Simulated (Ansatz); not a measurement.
Input file:

```yaml
crystal:
  periodic: [false, false, false]
  atoms:
    - {symbol: W, position_ang: [0.000000, 0.000000, 0.000000]}
    - {symbol: F, position_ang: [0.000000, 0.000000, 1.786200]}
basis:
  gaussian: {orbitals: def2-TZVPP}
total_charge: 1
magnetization: {spin_polarized: true, initial_magnetization: 4}
hamiltonian: {xc: {name: PBE-QIDH}}
correlation: {electrons: outside_noble_gas}
```

```sh
$ ansatz run in.yaml --threads 1 --pin off --events-out ev --progress --plain --max-ram 4096MiB --backend cpu
```

Output:

```
581 factors; integrals over basis functions are off by at most 8.1e-4 eV
mean field evaluation 1: about -4511.4320 eV, gradient 5.5e1 eV
mean field evaluation 2: about -4511.4419 eV, gradient 5.5e1 eV
mean field evaluation 4: about -4520.3904 eV, gradient 1.1e1 eV
mean field evaluation 8: about -4520.9939 eV, gradient 3.4e-1 eV
mean field evaluation 16: about -4520.9963 eV, gradient 4.4e-4 eV
mean field evaluation 32: about -4521.0607 eV, gradient 8.5e-1 eV
mean field evaluation 64: about -4521.0962 eV, gradient 1.1e-1 eV
mean field evaluation 96: about -4493.7902 eV, gradient 3.5e1 eV
mean field -4521.79769323 eV, -166.1730002415 hartree, gradient 1.4e-6 eV, S^2 6.010278; 9 other end points of the search recorded, 0 dependent functions left out
5 core orbitals not correlated: weight in the atoms' cores, before any rotation towards them, 0.965 or more for the frozen orbitals, at most 0.032 for the correlated occupied ones
reference -4521.79770434 eV, -166.1730006499 hartree; 8, 4 occupied and 74, 78 virtual orbitals, 581 factors
second order -10.38635451 eV of doubles, -0.00000000 eV of singles
Total energy: -4525.25982251 eV, -166.3002311459 hartree
```

Ran on 1 thread of AMD EPYC 7R13, shared host: 11 s wall, 0.28 GiB peak host memory.
